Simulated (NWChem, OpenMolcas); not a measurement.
SiH2 (SMILES [H][Si][H]): the HOMO–LUMO gap, rung by rung

SiH2 has 3 atoms, charge 0, and is taken as a singlet. As SMILES, `[H][Si][H]`. Geometry: relaxed at GFN2-xTB.

```xyz
3

Si    0.0052   -0.0082   -0.6557
H     1.1102   -0.0200    0.3374
H    -1.1155    0.0282    0.3183
```

Each level gives the HOMO–LUMO gap (eV). The values are calculated.

```
                              level             kind     program  value (eV)
   UHF/6-31G* (spherical functions)     Hartree–Fock  OpenMolcas       10.01
 SVWN5/6-31G* (spherical functions)              LDA  OpenMolcas        1.37
r2SCAN/6-31G* (spherical functions)         meta-GGA  OpenMolcas        1.96
 B3LYP/6-31G* (spherical functions)    global hybrid      NWChem        3.14
M06-2X/6-31G* (spherical functions)  hybrid meta-GGA  OpenMolcas        5.41
  PBE0/6-31G* (spherical functions)    global hybrid  OpenMolcas        3.51
 B3LYP/6-31G* (Cartesian functions)    global hybrid      NWChem        3.14
B2PLYP/6-31G* (spherical functions)    double hybrid  OpenMolcas        5.67
```

The values span 1.37 to 10.01 eV. Spin contamination of the reference (⟨S²⟩ at least 0.1 too high) touches UHF/6-31G*. Orbital gaps aren't excitation energies, and those of double hybrids come from the SCF part alone; they tend to grow with the share of exact exchange.
